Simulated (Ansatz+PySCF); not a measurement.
Results of a calculation; reference values are marked as such.
A run of PySCF 2.14.0 on doublet OH at this shape:

| atom | x (Å) | y (Å) | z (Å) |
| --- | --- | --- | --- |
| O | 0.0000 | 0.0000 | -0.2116 |
| H | 0.0000 | 0.0000 | 1.6925 |

Its results:

- Converged: yes
- Reference energy: -75.17705 hartree
- Correlation energy: -0.13162 hartree
- Total energy: -75.30867 hartree

Which input gives this output? Name the method, the orbitals and the basis set, and write the input.

UHF-MP2 in 6-31G.

```python
from pyscf import gto, scf, mp

mol = gto.M(atom="""
O 0.000000 0.000000 -0.211560
H 0.000000 0.000000 1.692470
""", basis='6-31g', charge=0, spin=1)
mf = scf.UHF(mol)
mf.kernel()
pt = mp.MP2(mf, frozen=1).run()
print(mf.e_tot, pt.e_corr, pt.e_tot)
```

This is not the lowest solution: another run reaches a determinant 2.81 eV lower. Caution: bonds are stretched, where a single reference can fail.
